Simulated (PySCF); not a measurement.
**Spin-rotation constants: `[H]/P=C(/F)C=C`, C3H4FP**

Geometry (Å), atoms numbered from 1 in this order:
```xyz
9

C    -1.582   -0.306   -0.008
C    -0.285   -0.355   -0.350
C     0.765    0.253    0.442
F     0.317    0.871    1.538
P     2.441    0.276    0.165
H    -1.906    0.205    0.901
H    -2.346   -0.777   -0.631
H     0.036   -0.869   -1.260
H     2.330   -0.479   -1.044
```

Method: GIAO KT2/aug-pcSseg-1 magnetisability, rotational g tensor and spin-rotation constants, non-relativistic, gas phase in PySCF 2.14.0. Geometry: PBE0-D3(BJ)/def2-SVP.

Give the nuclear spin-rotation constants along the inertial axes (H = +C I·J) beside the isotropic shieldings.

Rotational constants 8.9540, 2.6195, 2.0266 GHz. A star marks the isotopologue with that one atom substituted, in its own axes.
```
atom  isotope  Caa (kHz)  Cbb (kHz)  Ccc (kHz)  mean (kHz)  σ (ppm)
  F4      19F     19.392      5.454      0.400       8.415    213.7
  P5      31P     14.727      6.386      2.476       7.863    246.5
  H6       1H     -0.703      0.199     -0.230      -0.245     25.5
  H7       1H      0.145     -0.079     -0.231      -0.055     26.1
  H8       1H     -0.861      0.296     -0.227      -0.264     24.3
  H9       1H     -0.827      0.172     -0.224      -0.293     26.5
  C1     13C*      3.231      1.002      0.244       1.492     70.7
  C2     13C*      2.861      1.237      0.381       1.493     46.8
  C3     13C*      3.303      1.880      0.547       1.910    -35.0
```
For the geometry as given, no vibrational averaging.
